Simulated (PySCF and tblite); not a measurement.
Results of a calculation; reference values are marked as such.
C₅H₈, numbered as in [CH2:1]=[CH:2][CH:3]1[CH2:4][CH2:5]1.

Conformers came from 90 starts (ETKDG and KDG, MMFF94s, GFN2-xTB); geometries are PBE0-D3(BJ)/def2-SVP. Free energies are PBE0-D3(BJ)/def2-TZVP (IEF-PCM, chloroform) single points with GFN2-xTB rigid-rotor and vibrational terms (modes under about 100 cm⁻¹ blended into free rotors). Symmetry numbers and mirror images are counted. Conformers within 3 kcal/mol (GFN2-xTB free energy) were kept, 8 at most. Of two unlike H on one atom, a is the less shielded (wB97X-D/pcSseg-1 (IEF-PCM, chloroform)). Codes: tblite and PySCF.

An NOE distance is ⟨r⁻⁶⟩^(−1/6) over all pairs of like atoms and, for the average, over conformers.

Torsions listed: C1–C2–C3–C4.

| conformer | shape | weight % |
| --- | --- | --- |
| 1 | 146° | 97.9 |
| 2 | -35° | 2.1 |

Task: Which H–H contacts under 3.5 Å would NOEs report (pairs on one atom left out) at 298.15 K?

Result: 
```csv
pair,in 1 (Å),in 2 (Å),average (Å)
H1b ··· H2,2.44,2.42,2.44
H3 ··· H4a/H5a,2.50,2.49,2.50
H1a ··· H3,2.53,3.88,2.53
H2 ··· H4b/H5b,2.59,3.75,2.60
H2 ··· H3,3.12,2.40,3.08
H1a ··· H2,3.09,3.09,3.09
H3 ··· H4b/H5b,3.11,3.10,3.11
```

Longer pairs under the limit may be missing.

Task: In a model where alignment follows shape alone (order matrix 0.002 × (3G/tr G − 1)/2, G the second moments of the atom positions; splitting J + 2D), what are the one-bond C–H dipolar couplings D?

Result: H1b -12.2 Hz (-12.1 in conformer 1), H1a 10.1 Hz (10.3 in conformer 1), H2 10.4 Hz (10.6 in conformer 1), H3 10.4 Hz (10.6 in conformer 1), H4b/H5b 11.4 Hz (11.6 in conformer 1), H4a/H5a 0.2 Hz (0.5 in conformer 1).
